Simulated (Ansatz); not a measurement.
Rutile PbO2, treated with LDA (Ansatz, a program for electronic structure, PAW).

Numerical settings: plane-wave cutoff 500 eV, 8×8×12 k mesh (along the axes of the cell as run), Fermi–Dirac smearing 0.05 eV, scalar-relativistic PAW data made under PBE.

Computed at the level's own relaxed cell.

Q: Predict the equilibrium volume per atom, lattice parameter a and c axis length.

A: 
* **equilibrium volume per atom**: 13.78 Å³/atom
* **lattice parameter a**: 4.937 Å
* **c axis length**: 3.391 Å

Measured, for comparison: lattice constant a 4.958 Å (room temperature, not corrected to a static lattice, our sources range from 4.950 to 4.958; as tabulated in Hiroi (2015), arXiv:1503.02262); lattice parameter c 3.388 Å (room temperature, not corrected to a static lattice; as tabulated in Hiroi (2015), arXiv:1503.02262). Computed (rounded) less measured: lattice constant a -0.4 % (-0.3 % to -0.4 % over the range), lattice parameter c +0.1 %. A static lattice is as a rule a little smaller and stiffer than an uncorrected measurement, which narrows the difference in the lattice constant a and would widen misses of the other sign.

Spin–orbit coupling is not included; it can shift volumes and moduli of such heavy elements.

Computed values are for the static lattice.

Cost on a shared machine: very roughly 4 core-minutes.
